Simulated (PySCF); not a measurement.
Stepwise substitution at one centre (Al Cl-Br). All species are isolated molecules in the gas phase. Strings in code marks are SMILES.

These are B3LYP-D3(BJ)/def2-TZVP (PySCF 2.14.0) values and carry that method's errors. B3LYP has the VWN-RPA correlation part, as in Gaussian. Delta-SCF ions had no search for a lower state. 

```tsv
species	HOMO (eV)	vertical ionisation energy (Delta-SCF) (eV)
0 of 3 Cl replaced by Br	-9.08	11.30
1 of 3 Cl replaced by Br (`[Cl][Al]([Br])[Cl]`)	-8.67	…
2 of 3 Cl replaced by Br (`[Al]([Br])([Br])[Cl]`)	-8.49	10.63
3 of 3 Cl replaced by Br (`[Br][Al]([Br])[Br]`)	-8.36	…
```

Task: Some entries are withheld; supply them.

Result: 
- 1 of 3 Cl replaced by Br (`[Cl][Al]([Br])[Cl]`), vertical ionisation energy (Delta-SCF) (eV): 10.93
- 3 of 3 Cl replaced by Br (`[Br][Al]([Br])[Br]`), vertical ionisation energy (Delta-SCF) (eV): 10.40
